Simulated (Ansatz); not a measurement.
**Nudged elastic band run: AlH$_{5}$OS**

input.yaml

```yaml
crystal:
  periodic: [false, false, false]
  atoms:
    - { symbol: Al, position_ang: [-0.015393, 0.077676, 0.238712] }
    - { symbol: O, position_ang: [-0.226481, -0.491693, 1.895338] }
    - { symbol: H, position_ang: [-1.039351, -0.950286, 2.131495] }
    - { symbol: H, position_ang: [1.492055, 0.082835, -0.284413] }
    - { symbol: H, position_ang: [-1.288063, 0.040998, -0.729815] }
    - { symbol: S, position_ang: [-0.060669, 2.571199, 1.10678] }
    - { symbol: H, position_ang: [1.285915, 2.641736, 1.251953] }
    - { symbol: H, position_ang: [-0.215912, 1.899635, 2.280848] }
basis:
  gaussian: { orbitals: cc-pVDZ }
hamiltonian:
  xc: pbe0
  dispersion: d4
neb:
  order_check: false
  images: 7
  f_tol: 0.05
  max_iterations: 60
  final_atoms:
    - { symbol: Al, position_ang: [0.08965175, 0.52480316, 0.13141753] }
    - { symbol: O, position_ang: [-0.25736855, -0.16218912, 2.03759459] }
    - { symbol: H, position_ang: [-1.09063865, -0.64286715, 2.15111883] }
    - { symbol: H, position_ang: [1.5402049, -0.03194272, -0.21146769] }
    - { symbol: H, position_ang: [-1.25406785, 0.01315101, -0.56531109] }
    - { symbol: S, position_ang: [-0.03091785, 2.67669, 0.83852579] }
    - { symbol: H, position_ang: [1.30732225, 2.79529089, 1.02212467] }
    - { symbol: H, position_ang: [-0.37208501, 0.69916393, 2.48689537] }
  initial_path:
    images:
      - { positions_ang: [[-0.015393, 0.077676, 0.238712], [-0.226481, -0.491693, 1.895338], [-1.039351, -0.950286, 2.131495], [1.492055, 0.082835, -0.284413], [-1.288063, 0.040998, -0.729815], [-0.060669, 2.571199, 1.10678], [1.285915, 2.641736, 1.251953], [-0.215912, 1.899635, 2.280848]] }
      - { positions_ang: [[-0.00057025, 0.05912299, 0.17872985], [-0.18386071, -0.36978456, 1.95311005], [-1.02481493, -0.78360858, 2.20348892], [1.47653792, 0.06254083, -0.39256151], [-1.28330377, 0.03344339, -0.75828619], [-0.01340321, 2.53512344, 1.03493853], [1.11948734, 2.59622434, 1.47142631], [-0.15797139, 1.73903814, 2.20005205]] }
      - { positions_ang: [[0.0142525, 0.04056998, 0.1187477], [-0.14124042, -0.24787612, 2.01088209], [-1.01027886, -0.61693115, 2.27548283], [1.46102083, 0.04224666, -0.50071001], [-1.27854454, 0.02588879, -0.78675738], [0.03386257, 2.49904788, 0.96309705], [0.95305969, 2.55071269, 1.69089962], [-0.10003078, 1.57844128, 2.1192561]] }
      - { positions_ang: [[0.02907525, 0.02201698, 0.05876555], [-0.09862012, -0.12596769, 2.06865414], [-0.99574278, -0.45025373, 2.34747675], [1.44550375, 0.0219525, -0.60885852], [-1.2737853, 0.01833418, -0.81522857], [0.08112836, 2.46297232, 0.89125558], [0.78663203, 2.50520103, 1.91037293], [-0.04209017, 1.41784442, 2.03846015]] }
      - { positions_ang: [[0.043898, 0.00346397, -0.0012166], [-0.05599983, -0.00405925, 2.12642619], [-0.98120671, -0.2835763, 2.41947067], [1.42998667, 0.00165833, -0.71700703], [-1.26902607, 0.01077957, -0.84369976], [0.12839414, 2.42689676, 0.8194141], [0.62020437, 2.45968937, 2.12984624], [0.01585044, 1.25724756, 1.9576642]] }
      - { positions_ang: [[0.05533643, 0.13379877, 0.03194193], [-0.10634201, -0.04359172, 2.10421829], [-1.0085647, -0.37339902, 2.35238271], [1.45754123, -0.00674193, -0.59062219], [-1.26528652, 0.01137243, -0.7741026], [0.08856614, 2.48934507, 0.82419202], [0.79198384, 2.54358975, 1.85291585], [-0.08113342, 1.11772665, 2.08997199]] }
      - { positions_ang: [[0.06677487, 0.26413356, 0.06510047], [-0.15668419, -0.08312418, 2.08201039], [-1.03592268, -0.46322173, 2.28529475], [1.48509578, -0.0151422, -0.46423736], [-1.26154696, 0.01196529, -0.70450543], [0.04873815, 2.55179338, 0.82896995], [0.96376331, 2.62749013, 1.57598545], [-0.17811728, 0.97820574, 2.22227979]] }
      - { positions_ang: [[0.07821331, 0.39446836, 0.098259], [-0.20702637, -0.12265665, 2.05980249], [-1.06328066, -0.55304444, 2.21820679], [1.51265034, -0.02354246, -0.33785252], [-1.25780741, 0.01255815, -0.63490826], [0.00891015, 2.61424169, 0.83374787], [1.13554278, 2.71139051, 1.29905506], [-0.27510114, 0.83868484, 2.35458758]] }
      - { positions_ang: [[0.08965175, 0.52480316, 0.13141753], [-0.25736855, -0.16218912, 2.03759459], [-1.09063865, -0.64286715, 2.15111883], [1.5402049, -0.03194272, -0.21146769], [-1.25406785, 0.01315101, -0.56531109], [-0.03091785, 2.67669, 0.83852579], [1.30732225, 2.79529089, 1.02212467], [-0.37208501, 0.69916393, 2.48689537]] }
```

Run as:

```bash
$ ansatz run input.yaml --threads 1 --pin off --max-ram 2048MiB --backend cpu --events-out ev --progress --plain --runs-dir out
```

Output, in part (warnings, iteration lines, the closing report on the highest movable image, with atoms numbered from 0):

```
NEB end point (image 0): max|allowed force component| = 2.586e-2 eV/Å (the criterion of neb.relax_end_points is 1.000e-2)
NEB end point (image 8): max|allowed force component| = 2.834e-2 eV/Å (the criterion of neb.relax_end_points is 1.000e-2)
NEB iter   1: max|band force component| = 6.692e0 eV/Å  barrier→ = 1.6534 eV  barrier← = 2.1610 eV  Δτ_max = 0.2000 Å  (212 SCF iters)
NEB iter   2: max|band force component| = 2.432e0 eV/Å  barrier→ = 0.6515 eV  barrier← = 1.1591 eV  Δτ_max = 0.2000 Å  (189 SCF iters)
NEB iter   3: max|band force component| = 9.134e-1 eV/Å  barrier→ = 0.2421 eV  barrier← = 0.7497 eV  Δτ_max = 0.2000 Å  (187 SCF iters)
NEB iter   4: max|band force component| = 6.659e-1 eV/Å  barrier→ = 0.1262 eV  barrier← = 0.6338 eV  Δτ_max = 0.1931 Å  (188 SCF iters)
NEB iter   5: max|band force component| = 6.704e-1 eV/Å  barrier→ = 0.0613 eV  barrier← = 0.5689 eV  Δτ_max = 0.1974 Å  (186 SCF iters)
NEB iter   6: max|band force component| = 6.790e-1 eV/Å  barrier→ = 0.1208 eV  barrier← = 0.6284 eV  Δτ_max = 0.0997 Å  (186 SCF iters)
NEB iter   7: max|band force component| = 4.381e-1 eV/Å  barrier→ = 0.1006 eV  barrier← = 0.6081 eV  CI = image 3  Δτ_max = 0.0537 Å  (186 SCF iters)
NEB iter   8: max|band force component| = 2.326e-1 eV/Å  barrier→ = 0.0870 eV  barrier← = 0.5946 eV  CI = image 3  Δτ_max = 0.0183 Å  (176 SCF iters)
NEB iter   9: max|band force component| = 7.425e-2 eV/Å  barrier→ = 0.0832 eV  barrier← = 0.5907 eV  CI = image 3  Δτ_max = 0.0235 Å  (179 SCF iters)
NEB iter  10: max|band force component| = 7.287e-2 eV/Å  barrier→ = 0.0817 eV  barrier← = 0.5892 eV  CI = image 3  Δτ_max = 0.0180 Å  (181 SCF iters)
NEB iter  11: max|band force component| = 3.571e-2 eV/Å  barrier→ = 0.0813 eV  barrier← = 0.5889 eV  CI = image 3  Δτ_max = 0.0000 Å  (357 SCF iters)
Total energy: -19552.79417291 eV, -718.5519324947 hartree
Atom 0 at     0.031610     0.242170     0.155638 Å, force     0.005467    -0.007338     0.003460 eV/Å
Atom 1 at    -0.221931    -0.151599     1.942774 Å, force    -0.012452    -0.005866    -0.007658 eV/Å
Atom 2 at    -0.981263    -0.671087     2.236632 Å, force     0.017068     0.010829    -0.001238 eV/Å
Atom 3 at     1.531274     0.032246    -0.330981 Å, force    -0.005593     0.001186     0.002798 eV/Å
Atom 4 at    -1.273330     0.024886    -0.733298 Å, force    -0.001267     0.004675    -0.000392 eV/Å
Atom 5 at    -0.097278     2.518888     1.171495 Å, force     0.003536     0.006361    -0.012850 eV/Å
Atom 6 at     1.232663     2.582102     1.427210 Å, force    -0.000873     0.001340     0.002729 eV/Å
Atom 7 at    -0.289644     1.294494     2.021428 Å, force    -0.005885    -0.011188     0.013151 eV/Å
Dipole moment:    -0.091971     0.003552     0.307466 e Å
```

It converged. A vibrational analysis at the climbing image gives one clearly imaginary mode, 553i cm⁻¹: a first-order saddle point. The orbitals stay closed-shell, which can raise the energy where a bond breaks towards radicals; this wasn't checked here.

Final band (atoms are numbered from 1 in the order of the input):

```json
{"image": "0", "path coordinate (Å)": "0.00", "energy (eV)": "0.000", "S6–H8 (Å)": "1.36", "O2–H8 (Å)": "2.42"}
{"image": "1", "path coordinate (Å)": "0.29", "energy (eV)": "0.008", "S6–H8 (Å)": "1.37", "O2–H8 (Å)": "2.11"}
{"image": "2", "path coordinate (Å)": "0.58", "energy (eV)": "0.037", "S6–H8 (Å)": "1.40", "O2–H8 (Å)": "1.79"}
{"image": "3", "path coordinate (Å)": "0.87", "energy (eV)": "0.081", "S6–H8 (Å)": "1.50", "O2–H8 (Å)": "1.45"}
{"image": "4", "path coordinate (Å)": "1.11", "energy (eV)": "-0.060", "S6–H8 (Å)": "1.72", "O2–H8 (Å)": "1.19"}
{"image": "5", "path coordinate (Å)": "1.36", "energy (eV)": "-0.352", "S6–H8 (Å)": "1.98", "O2–H8 (Å)": "1.03"}
{"image": "6", "path coordinate (Å)": "1.60", "energy (eV)": "-0.466", "S6–H8 (Å)": "2.24", "O2–H8 (Å)": "0.99"}
{"image": "7", "path coordinate (Å)": "1.84", "energy (eV)": "-0.499", "S6–H8 (Å)": "2.44", "O2–H8 (Å)": "0.98"}
{"image": "8", "path coordinate (Å)": "2.08", "energy (eV)": "-0.508", "S6–H8 (Å)": "2.60", "O2–H8 (Å)": "0.98"}
```

Run time: 85 s on 1 thread of AMD EPYC 9R45 96-Core Processor (Zen 5), with other jobs on the host, peak memory 0.15 GiB.
